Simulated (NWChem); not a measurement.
## Ionisation of H2Si

```
Si
H 1 1.5340
H 1 1.5340 2 91.22
```
Charge 0, spin multiplicity 1.

All runs are NWChem calculations. Structure: optimised with PBE0/def2-SVP, a minimum by its harmonic frequencies.

Basis set: def2-TZVPD. −ε marks an orbital energy of the parent.

B3LYP has NWChem's definition, with VWN1-RPA local correlation. The structure started from a generated list of species.

**Question.** For the first vertical ionisation energy, −ε(HOMO) of HF gives 9.25 eV and −ε(HOMO) of B3LYP gives 6.73 eV. What do −ε(HOMO) of PBE, −ε(HOMO) of r2SCAN, G0W0@HF give?

**Answer.** −ε(HOMO) of PBE: 5.86 eV; −ε(HOMO) of r2SCAN: 6.05 eV; G0W0@HF: 9.57 eV.
